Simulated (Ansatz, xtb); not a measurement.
**A ladder of methods for BNH6 (B(NH3)H3)**

BNH6: 8 atoms, total charge 0, spin state singlet. SMILES: `[H]B([H])([H])<-N`. The coordinates come from a GFN2-xTB relaxation.

Each level gives the vertical electron affinity (to the doublet anion) (eV). The values are calculated.

The electron affinity is E(neutral) − E(anion): positive where the electron is bound.

```csv
level,kind,program,value (eV),less CCSDT/STO-3G
GFN1-xTB,semi-empirical,xtb,0.79,+13.96
SVWN5/STO-3G,LDA,Ansatz,-11.24,+1.93
revPBE/STO-3G,GGA,Ansatz,-10.83,+2.34
r2SCAN/STO-3G,meta-GGA,Ansatz,-11.14,+2.03
B3LYP/STO-3G,global hybrid,Ansatz,-11.09,+2.08
CAM-B3LYP/STO-3G,range-separated hybrid,Ansatz,-11.36,+1.81
wB97X/STO-3G,range-separated hybrid,Ansatz,-11.52,+1.65
B2PLYP/STO-3G,double hybrid,Ansatz,-11.98,+1.19
MP2/STO-3G,perturbation theory,Ansatz,-13.34,-0.17
CCSDT/STO-3G,coupled cluster or CI,Ansatz,-13.17,0.00
```

CCSDT/STO-3G is the highest level here, not the true value. The values span -13.34 to 0.79 eV. The xTB values lack the empirical shift that such differences need. All rows use very small basis sets, so none should be taken for the real molecule's value. Negative values mean that the anion is unbound at that level; they are set by how diffuse the basis is and aren't properties of the molecule, whose anion may well be bound.
